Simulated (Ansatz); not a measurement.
# BH2, doublet in aug-cc-pVDZ: errors against full CI

Geometry: displaced at random from a stationary point.

```json
{"atom": "B", "x (Å)": "-0.0036", "y (Å)": "-0.0821", "z (Å)": "0.0051"}
{"atom": "H", "x (Å)": "-0.0045", "y (Å)": "0.4108", "z (Å)": "-1.0831"}
{"atom": "H", "x (Å)": "0.0435", "y (Å)": "0.4701", "z (Å)": "1.0283"}
```

Basis aug-cc-pVDZ; Ansatz 0.2.0. Correlated methods freeze the noble-gas cores, which leaves 5 electrons in 40 orbitals. R marks a restricted (for open shells ROHF) determinant, U an unrestricted one. Active spaces: valence = (5e, 6o) chosen from the atoms' valence shells.

Full CI is exact within this basis and frozen core; it isn't the basis-set limit. The frozen core follows each run's orbitals, which can shift R against U totals by a few meV.

For open shells CISD is restricted-active-space CI with the open shells as a complete middle space.

```
UHF ⟨S²⟩                          : 0.754
T1 diagnostic (RCCSD)             : 0.0148
largest doubles amplitude (RCCSD) : 0.033
T1 diagnostic (UCCSD)             : 0.0093
```

```csv
level,E − E(full CI) (mEh),share of correlation (%),wall time
RHF,91.64,0.00,–
UHF,90.32,1.44,–
RMP2,21.91,76.09,–
UMP2,21.75,76.26,–
CISD,3.52,96.15,0.45 s
RCCSD,1.80,98.04,–
UCCSD,1.77,98.06,–
RCCSD(T),0.43,99.53,1.3 s
UCCSD(T),0.43,99.53,1.3 s
BCCD(T),0.44,99.52,0.72 s
RCCSDT,0.02,99.97,–
UCCSDT,0.02,99.98,–
RCCSDT(Q),0.00,99.99,4.7 s
UCCSDT(Q),0.00,100.00,4.5 s
CASSCF (valence space),56.19,38.69,–
NEVPT2 (valence space),18.99,79.28,0.42 s
MRCISD (valence space),2.15,97.65,–
MRCISD+Q (valence space),0.49,99.47,0.78 s
```

The correlation energy at full CI, counted from RHF, is -2.494 eV. That run took 30 s on 1 thread of Arm Neoverse V2, shared host over 3,897,078 determinants.

Times hold each run's SCF and search for its determinant on a shared host, so for small cases they say little of a method's own cost; they ran on 1 thread of Arm Neoverse V2.

The full-CI state has the irrep A' of Cs, in the program's axes.

Natural occupations of full CI about the gap: 1.956 1.955 0.988 0.019 0.019 0.017 0.008 0.008 0.007 0.005; effectively unpaired electrons, Σ n²(2−n)², 1.02.
